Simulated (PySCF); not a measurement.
Reaction (SMILES): O (H2O) → [OH-] + H+
B3LYP-D3(BJ)/def2-TZVP geometries, fixed; electronic energies without zero-point terms.

Basis-set convergence of the deprotonation energy at PBE0 with PySCF. All functions are spherical. Density fitting with generated auxiliary sets. No added dispersion term, no relativity. Functions are those of the species that has most. Reference: the value in aug-pcseg-3, 398.71 kcal/mol, itself unsure by roughly 0.19 kcal/mol (its mean distance from aug-cc-pVQZ, def2-QZVPPD). Deviations are taken from unrounded values.

```tsv
basis	functions	deprotonation energy (kcal/mol)
cc-pVDZ	24	438.82
aug-cc-pVDZ	41	397.27
def2-SVP	24	437.13
def2-SVPD	39	397.40
pcseg-1	24	424.40
aug-pcseg-1	41	395.92
6-311G**	30	430.05
6-311+G**	34	399.26
def2-TZVP	43	411.49
def2-TZVPD	58	397.99
cc-pVTZ	58	421.58
aug-cc-pVTZ	92	398.80
pcseg-2	58	407.34
aug-pcseg-2	92	398.56
def2-TZVPP	59	412.46
def2-TZVPPD	74	398.72
cc-pVQZ	115	413.02
aug-cc-pVQZ	172	398.99
def2-QZVPP	117	405.49
def2-QZVPPD	132	398.81
pcseg-3	126	400.95
aug-pcseg-3	183	398.71
```

What the diffuse functions change, pair by pair:
- cc-pVDZ to aug-cc-pVDZ: 17 more functions, deviation 40.11 to -1.44 kcal/mol
- def2-SVP to def2-SVPD: 15 more functions, deviation 38.41 to -1.32 kcal/mol
- pcseg-1 to aug-pcseg-1: 17 more functions, deviation 25.69 to -2.79 kcal/mol
- 6-311G** to 6-311+G**: 4 more functions, deviation 31.34 to 0.55 kcal/mol
- def2-TZVP to def2-TZVPD: 15 more functions, deviation 12.78 to -0.73 kcal/mol
- cc-pVTZ to aug-cc-pVTZ: 34 more functions, deviation 22.87 to 0.09 kcal/mol
- pcseg-2 to aug-pcseg-2: 34 more functions, deviation 8.63 to -0.15 kcal/mol
- def2-TZVPP to def2-TZVPPD: 15 more functions, deviation 13.74 to 0.00 kcal/mol
- cc-pVQZ to aug-cc-pVQZ: 57 more functions, deviation 14.31 to 0.28 kcal/mol
- def2-QZVPP to def2-QZVPPD: 15 more functions, deviation 6.77 to 0.10 kcal/mol
- pcseg-3 to aug-pcseg-3: 57 more functions, deviation 2.24 to 0.00 kcal/mol

Leaving out the reference's own pair, they bring the value nearer the reference by more than 0.19 kcal/mol in 10 of 10 pairs.
